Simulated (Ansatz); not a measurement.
Two isomers of C3H4O2: A = `OC1=COC1`, B = `CC(=O)C=O`.

Computed with Ansatz on PBE0-D4/def2-TZVP structures; ΔE is electronic, products minus reactants. CCSD(T)/CBS is the MP2 limit (def2-TZVPP, def2-QZVPP) plus CCSD(T) − MP2 in def2-TZVPP, frozen cores. Functionals use def2-TZVPP. B3LYP here is the variant with VWN-RPA as its local correlation; programs differ in this. One conformer a species, not always the lowest.

A:

Z-matrix (Å, degrees):
```
C
O 1 1.453
C 1 1.975 2 45.0
C 1 1.506 2 87.3 3 0.9
H 1 1.093 2 110.9 3 120.2
H 1 1.092 2 110.7 3 -116.1
H 3 1.080 1 169.0 2 -13.5
O 4 1.346 1 135.4 2 -173.1
H 8 0.962 4 109.7 1 -49.8
```

B:

```xyz
9

C     0.9715    0.6155   -0.1973
C    -0.1499    0.0420    0.6015
O    -0.3210    0.2095    1.7821
C    -1.1640   -0.8288   -0.1422
O    -1.0971   -1.0597   -1.3152
H     1.5369   -0.1909   -0.6718
H     1.6191    1.2117    0.4416
H     0.5707    1.2237   -1.0124
H    -1.9662   -1.2230    0.5137
```

Task: Which isomer does CCSD(T)/CBS put lower? Give the gap. (An estimate is asked.)

Result: Ansatz gave: B, by 40.6 kcal/mol.

Task: Give E(B) − E(A) in kcal/mol with ωB97M-V, BLYP-D4, CCSD/def2-TZVPP, PBE0-D4, B2PLYP, LDA (SPW92), B3LYP-D4. (Estimate.)

Result: The calculation gave: ωB97M-V -40.8, BLYP-D4 -44.9, CCSD/def2-TZVPP -42.4, PBE0-D4 -37.6, B2PLYP -43.7, LDA (SPW92) -29.7, B3LYP-D4 -43.5. None reverses the order clearly.

Task: Does the order hold for the free energy at 298.15 K (harmonic terms from PBE0-D4)? (Best estimate.)

Result: Computed: Yes: G(B) − G(A) = -43.1 kcal/mol, for one conformer each.

Largest T1 diagnostic: 0.015.

In def2-TZVPP, CCSD(T) changes the Hartree–Fock value by +7.9 kcal/mol (the triples alone add +0.5 kcal/mol) and MP2 by +8.6 kcal/mol. From r2SCAN to r2SCAN0 (25 % exact exchange), in def2-TZVPP and without D4, E(B) − E(A) moves by +1.4 kcal/mol.
